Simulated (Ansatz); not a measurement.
# CH4Mg (SMILES [CH3][MgH]): one structure at several levels

How do the functionals fare away from a minimum? The structure is a structure displaced at random from a GFN2-xTB minimum.

Program: Ansatz 0.2.0, Gaussian basis. Level of theory: single points in def2-TZVPP. These are calculated values, not measurements.

Correlated methods freeze the cores. The outer core shell of Li, Na, Mg and K is correlated. B3LYP uses VWN-RPA correlation.

## Step 1: The system as given

SMILES `[CH3][MgH]`, 6 atoms, charge 0, spin multiplicity 1.

Atoms are counted from 1 here; the program's logs count them from 0.

Bond lengths: C1–Mg2 2.132 Å, C1–H3 1.083 Å, C1–H4 1.043 Å, C1–H5 1.092 Å, Mg2–H6 1.717 Å. Angles: Mg2–C1–H3 109.4°, Mg2–C1–H4 112.0°, Mg2–C1–H5 111.7°, H3–C1–H4 108.5°, H3–C1–H5 109.9°, H4–C1–H5 105.4°, C1–Mg2–H6 176.2°.

Coordinates:

```mol
CH4Mg
  3D, bonds by distance, orders not assigned

  6  5  0  0  0  0  0  0  0  0999 V2000
   -0.1645   -0.5629   -0.5919 C   0  0
    0.3594    0.7920    0.9680 Mg  0  0
   -0.7138   -0.0318   -1.3591 H   0  0
   -0.7567   -1.3479   -0.2446 H   0  0
    0.7178   -1.0364   -1.0277 H   0  0
    0.7039    1.9553    2.1829 H   0  0
  1  2  8  0
  1  3  8  0
  1  4  8  0
  1  5  8  0
  2  6  8  0
M  END
```

## Step 2: CCSD(T)/def2-TZVPP

The input, run/in.yaml:

```yaml
crystal:
  periodic: [false, false, false]
  atoms:
    - {symbol: C, position_ang: [-0.164500, -0.562900, -0.591900]}
    - {symbol: Mg, position_ang: [0.359400, 0.792000, 0.968000]}
    - {symbol: H, position_ang: [-0.713800, -0.031800, -1.359100]}
    - {symbol: H, position_ang: [-0.756700, -1.347900, -0.244600]}
    - {symbol: H, position_ang: [0.717800, -1.036400, -1.027700]}
    - {symbol: H, position_ang: [0.703900, 1.955300, 2.182900]}
basis:
  gaussian: {orbitals: def2-TZVPP}
correlation: {method: ccsd_t}
output: {forces: true}
```

The command line of these runs was not kept.

## Step 3: PBE0-D4/def2-TZVPP

run/in.yaml, as its differences from that of step 2:

```diff
@@ -11,3 +11,3 @@
   gaussian: {orbitals: def2-TZVPP}
-correlation: {method: ccsd_t}
-output: {forces: true}
+hamiltonian: {xc: pbe0, dispersion: d4}
+output: {forces: true, orbitals: {seedname: orbitals}}
```

## Step 4: wB97M-V/def2-TZVPP

run/in.yaml, as its differences from that of step 3:

```diff
@@ -11,3 +11,3 @@
   gaussian: {orbitals: def2-TZVPP}
-hamiltonian: {xc: pbe0, dispersion: d4}
-output: {forces: true, orbitals: {seedname: orbitals}}
+hamiltonian: {xc: {name: wB97M-V}}
+output: {forces: true}
```

## Step 5: r2SCAN-D4/def2-TZVPP

run/in.yaml, as its differences from that of step 4:

```diff
@@ -11,3 +11,3 @@
   gaussian: {orbitals: def2-TZVPP}
-hamiltonian: {xc: {name: wB97M-V}}
+hamiltonian: {xc: r2scan, dispersion: d4}
 output: {forces: true}
```

## Step 6: PBE-D4/def2-TZVPP

run/in.yaml, as its differences from that of step 5:

```diff
@@ -11,3 +11,3 @@
   gaussian: {orbitals: def2-TZVPP}
-hamiltonian: {xc: r2scan, dispersion: d4}
+hamiltonian: {xc: pbe, dispersion: d4}
 output: {forces: true}
```

## Step 7: B3LYP-D4/def2-TZVPP

run/in.yaml, as its differences from that of step 6:

```diff
@@ -11,3 +11,3 @@
   gaussian: {orbitals: def2-TZVPP}
-hamiltonian: {xc: pbe, dispersion: d4}
+hamiltonian: {xc: {name: B3LYP}, dispersion: d4}
 output: {forces: true}
```

## Step 8: BLYP-D4/def2-TZVPP

run/in.yaml, as its differences from that of step 7:

```diff
@@ -11,3 +11,3 @@
   gaussian: {orbitals: def2-TZVPP}
-hamiltonian: {xc: {name: B3LYP}, dispersion: d4}
+hamiltonian: {xc: {name: BLYP}, dispersion: d4}
 output: {forces: true}
```

(Steps that only read results are left out.)

Q: Predict the outcome of this session. Wanted: energy less free atoms, CCSD(T)/def2-TZVPP; RMS force component; RMS force error; HOMO and LUMO, PBE0-D4; T1 diagnostic.

**Answer**, as computed:

```
                                  quantity                                                                                            value
energy less free atoms, CCSD(T)/def2-TZVPP                                                                                  -396.4 kcal/mol
                       RMS force component                                                             0.628 to 0.710 eV/Å over the methods
                           RMS force error  PBE0-D4 0.039, wB97M-V 0.037, r2SCAN-D4 0.042, PBE-D4 0.098, B3LYP-D4 0.037, BLYP-D4 0.069 eV/Å
                    HOMO and LUMO, PBE0-D4                                                                               -6.70 and -0.39 eV
                             T1 diagnostic                                                                                            0.008
```

Against CCSD(T) the functionals' energies less atoms differ by -11.7 to -6.5 kcal/mol, PBE-D4 by -9.9 kcal/mol. A larger basis would deepen the CCSD(T) value, while the functionals are nearly converged already, so the order here is not reliable. For forces wB97M-V does best and PBE-D4 worst. Frozen-core CCSD(T) forces in triple zeta carry basis errors of their own, and this is one geometry, so small gaps rank nothing.
